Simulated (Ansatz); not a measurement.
We consider 2H MoTe2, described by PBE-D4 (Ansatz, a program for electronic structure, PAW).

Settings: plane-wave cutoff 520 eV, 12×12×4 k mesh (along the axes of the cell as run), perturbation theory, no spin polarisation, scalar-relativistic PAW data made under PBE.

Computed at the level's own relaxed cell.

Harmonic phonon frequencies (cm⁻¹; i marks an imaginary mode; at Γ without the LO shift):

| q point | frequencies |
|---|---|
| Γ | 0 0 0 31 31 45 116 116 119 119 170 176 234 234 234 234 283 290 |
| M | 76 83 97 102 105 115 130 134 148 157 165 168 232 232 241 241 256 257 |
| K | 69 69 110 110 115 120 147 147 149 154 154 154 223 223 251 251 253 255 |

No imaginary mode appears at these points.

Note: the dispersion coefficients are held fixed in the derivatives.
